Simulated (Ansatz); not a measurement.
Input for Ansatz (development build ahead of 0.2.0):

```yaml
crystal:
  periodic: [false, false, false]
  atoms:
    - { symbol: "N", position_ang: [0.0, 0.0, -0.54888] }
    - { symbol: "N", position_ang: [0.0, 0.0, 0.54888] }
basis:
  gaussian: { orbitals: def2-TZVP }
hamiltonian:
  xc: hf
correlation:
  method: mp2
  frozen_orbitals: { "N": 1 }
```

The input is written out in the form of the current development build from the run's settings.

Output:

| Quantity | Value |
| --- | --- |
| Converged | yes |
| Reference energy | -108.98811 hartree |
| Correlation energy | -0.37230 hartree |
| Total energy | -109.36040 hartree |
| Spin squared of the determinant | 0.000 |
